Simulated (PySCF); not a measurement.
allene cation (C3H4), SMILES C=C=C (connectivity only; charge and spin as stated), charge +1, multiplicity 2. Geometry: PBE-D3(BJ)/def2-TZVP. The spin state was assumed, not searched.

The numbers are results of PySCF 2.14.0 with PBE-D3(BJ)/def2-TZVP, not measurements.

Harmonic wavenumbers (cm⁻¹): 313, 335, 737, 784, 857, 879, 953, 1052, 1291, 1339, 1656, 2990, 3009, 3078, 3080. Rotational constants (GHz): 141.4, 8.929, 8.572; symmetry number 4.

### Question
Work out the zero-point energy and the ideal-gas rigid-rotor harmonic-oscillator thermochemistry at 298.15 K and 1 atm.

### Answer
ZPE = ½ Σ hcν = ½ × 22353 cm⁻¹ = 31.95 kcal/mol. H − E(el) = 35.07 kcal/mol. Entropy in cal/(mol K): translation 36.99, rotation 18.17, vibration 3.63, spin 1.38, total 60.17. G − E(el) = 17.13 kcal/mol. Cp = 14.81 cal/(mol K).
